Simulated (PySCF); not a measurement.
**N2H3 (hydrazinyl radical) at 5 levels**

We compute a comparison of 5 runs (U-r2SCAN/STO-3G, UB3LYP/STO-3G, UPBE/STO-3G, UPBE0/STO-3G, FCI/STO-3G) of N2H3 (hydrazinyl radical). The job is set up through a Python script.

The calculation is run with PySCF 2.14.0.

8 further runs of the same task are left out: 8 set aside as unsound or not needed.

## (1) The system as given

N2H3: 5 atoms, total charge 0, spin state doublet. As SMILES, `[NH]N`. The N1–H3 distance was set to 1.530 Å, away from the relaxed value. At this shape a bond of the SMILES string is far longer than usual.

Bond lengths: N1–N2 1.335 Å, N2–H4 1.011 Å, N2–H5 1.017 Å. Angles: N1–N2–H4 112.8°, N1–N2–H5 121.7°, H4–N2–H5 116.1°. A long bond or contact: N1–H3 1.530 Å.

## (2) The energy at U-r2SCAN/STO-3G (run 1)

Input file start.xyz:

```xyz
5

N     -0.638321    -0.713647     0.255349
N     -0.589621     0.343803    -0.557791
H      0.751750    -0.989150     0.831090
H     -1.506421     0.669633    -0.830611
H      0.129199     1.056683    -0.465681
```

Input file calc.py:

```python
from pyscf import gto, dft

molecule = gto.M(
    atom='start.xyz',
    spin=1,
    max_memory=1860,
    basis='sto-3g',
    verbose=3,
)

calc0 = dft.UKS(molecule)
calc0.xc = 'r2scan'
calc0.conv_tol = 1e-10
calc0.grids.level = 5
calc0.kernel()
if not calc0.converged:
    calc0 = calc0.newton().run(calc0.mo_coeff, calc0.mo_occ)

etot = calc0.e_tot
print('E(%s) = %.9f' % ('R2SCAN', etot))
```

Run with:

```console
OMP_NUM_THREADS=1 python calc.py
```

The log of the run:

```text
WARN: HOMO -0.0895135445331988 >= LUMO -0.0895135445331995

converged SCF energy = -109.629227880214  <S^2> = 0.7761969  2S+1 = 2.0260275
E(R2SCAN) = -109.629227880
```

It took 4.8 s on 1 thread of Arm Neoverse V2, shared host; peak memory 0.19 GiB.

## (3) A single-point energy at UB3LYP/STO-3G (run 2)

Input file input.py:

```python
from pyscf import gto, dft

molecule = gto.M(
    atom='''
N       -0.638321      -0.713647       0.255349
N       -0.589621       0.343803      -0.557791
H        0.751750      -0.989150       0.831090
H       -1.506421       0.669633      -0.830611
H        0.129199       1.056683      -0.465681
''',
    verbose=3,
    spin=1,
    max_memory=1860,
    basis='sto-3g',
)

calc0 = dft.UKS(molecule, xc='b3lyp')
calc0.conv_tol = 1e-10
calc0.grids.level = 5
calc0.kernel()
if not calc0.converged:
    calc0 = calc0.newton().run(calc0.mo_coeff, calc0.mo_occ)

e_final = calc0.e_tot
print('E(%s) = %.9f' % ('B3LYP', e_final))
```

Run with:

```console
OMP_NUM_THREADS=1 python input.py
```

The log of the run:

```text
WARN: HOMO -0.0811458808005018 >= LUMO -0.0811458808004988

converged SCF energy = -109.671030017248  <S^2> = 0.77033671  2S+1 = 2.0202344
E(B3LYP) = -109.671030017
```

Wall time 3.6 s (1 thread of Arm Neoverse V2, shared host); peak memory 0.18 GiB.

Runs 3 to 4 aren't shown in full; the table further down has their settings and results.

## (4) The energy at FCI/STO-3G (run 5)

Input file run.py:

```python
from pyscf import gto, mcscf

molecule = gto.Mole()
molecule.atom = '''
N     -1.206252    -1.348597     0.482540
N     -1.114222     0.649694    -1.054072
H      1.420602    -1.869223     1.570532
H     -2.846723     1.265423    -1.569627
H      0.244151     1.996841    -0.880010
'''
molecule.verbose = 3
molecule.basis = 'sto-3g'
molecule.max_memory = 1860
molecule.spin = 1
molecule.unit = 'bohr'
molecule.build()

mf = molecule.ROHF()
mf.conv_tol = 1e-10
mf.kernel()
if not mf.converged:
    mf = mf.newton().run(mf.mo_coeff, mf.mo_occ)

cas = mcscf.CASCI(mf, mf.mo_coeff.shape[-1] - 2, (molecule.nelec[0] - 2, molecule.nelec[1] - 2))  # full CI above the frozen core
cas.fix_spin_(ss=0.75)
cas.kernel()
energy = cas.e_tot
print('Final energy', energy)
```

Run with:

```console
OMP_NUM_THREADS=1 python run.py
```

The log of the run:

```text
converged SCF energy = -109.03858390824
CASCI E = -109.190813435138  E(CI) = -42.0365567086704  S^2 = 0.7500000
Final energy -109.19081343513753
```

Run time: 2.9 s. Hardware: 1 thread of Arm Neoverse V2, shared host; peak memory 0.15 GiB.

## (5) All runs side by side

```
run            level  integration grid  frozen core orbitals  energy (Eh)  dipole moment (D) of the reference  HOMO energy (eV)  LUMO energy (eV)  wall time
  1  U-r2SCAN/STO-3G                 5                     –  -109.629228                                2.43             -1.00              2.13      4.8 s
  2    UB3LYP/STO-3G                 5                     –  -109.671030                                2.42             -2.18              2.74      3.6 s
  3      UPBE/STO-3G                 5                     –  -109.548635                                2.48             -0.39              1.72      2.8 s
  4     UPBE0/STO-3G                 5                     –  -109.560253                                2.41             -2.44              3.26        3 s
  5       FCI/STO-3G                 –                     2  -109.190813                                2.10                 –                 –      2.9 s
```

## (6) Summary of results

| quantity | value |
| --- | --- |
| run 5: total energy | -109.19081 Eh |
| run 5: dipole moment (Hartree–Fock density) | 2.10 D |
| run 5: correlation energy (2 core orbitals frozen) | -152.2 mEh |

**Reading.** Over runs 1, 2, 3, 4 the dipole moment (its size) runs from 2.41 D (UPBE0/STO-3G) to 2.48 D (UPBE/STO-3G). Totals of different functionals can't be ranked against each other. In runs 1, 2, 3, 4, 5 the basis is minimal, so the values are rough. All runs together took 17 s, the longest 4.8 s.
